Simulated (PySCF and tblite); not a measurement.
The numbers below are computed, except where a source is named.
Stationary points of C4H10S2 at GFN2-xTB, in Å:

Structure A

```
 1 C    -0.891   -1.578   -0.130
 2 C    -0.151   -0.257    0.066
 3 C    -1.106    0.833    0.545
 4 C     0.520    0.144   -1.241
 5 S     1.583    1.627   -1.093
 6 S     3.098    0.965    0.097
 7 H    -1.659   -1.473   -0.894
 8 H    -1.368   -1.882    0.798
 9 H    -0.205   -2.365   -0.437
10 H     0.629   -0.407    0.823
11 H    -0.590    1.786    0.635
12 H    -1.523    0.573    1.515
13 H    -1.924    0.954   -0.162
14 H     1.143   -0.660   -1.632
15 H    -0.217    0.425   -1.993
16 H     2.622    1.374    1.282
```

Structure B

```
 1 C    -0.969   -1.601   -0.079
 2 C    -0.242   -0.292    0.225
 3 C    -1.228    0.789    0.655
 4 C     0.540    0.145   -1.010
 5 S     1.589    1.601   -0.724
 6 S     3.003    0.741    0.543
 7 H    -1.672   -1.463   -0.898
 8 H    -1.521   -1.932    0.797
 9 H    -0.263   -2.381   -0.355
10 H     0.470   -0.469    1.039
11 H    -0.710    1.728    0.838
12 H    -1.739    0.494    1.567
13 H    -1.972    0.953   -0.122
14 H     1.186   -0.653   -1.377
15 H    -0.133    0.457   -1.809
16 H     3.663    1.882    0.709
```

Structure C

```
 1 C    -0.851   -1.597   -0.192
 2 C    -0.255   -0.232    0.147
 3 C    -1.352    0.763    0.513
 4 C     0.561    0.273   -1.037
 5 S     1.491    1.806   -0.667
 6 S     2.823    1.178    0.740
 7 H    -1.511   -1.519   -1.054
 8 H    -1.426   -1.972    0.650
 9 H    -0.068   -2.316   -0.420
10 H     0.418   -0.347    1.004
11 H    -0.926    1.740    0.731
12 H    -1.895    0.422    1.391
13 H    -2.057    0.870   -0.310
14 H     1.281   -0.474   -1.373
15 H    -0.083    0.551   -1.870
16 H     3.843    0.863   -0.071
```

Geometries: GFN2-xTB; energies: PBE0/pcSseg-1 + D3(BJ), IEF-PCM acetonitrile; zero-point and thermal terms from GFN2-xTB harmonic modes (soft modes blended into free rotors).

**Question.** Which structure is a saddle point, and along which motion?

**Answer.** B: one imaginary mode (186i cm⁻¹ at GFN2-xTB, mostly on H16), along the rotation about the S5–S6 bond (torsion C4–S5–S6–H from 92° to 265°, rising).

**Question.** Give their symmetry and energies above the lowest.

**Answer.** A C1, 0.0 kcal/mol; B C1, 5.6 kcal/mol; C C1, 0.3 kcal/mol.
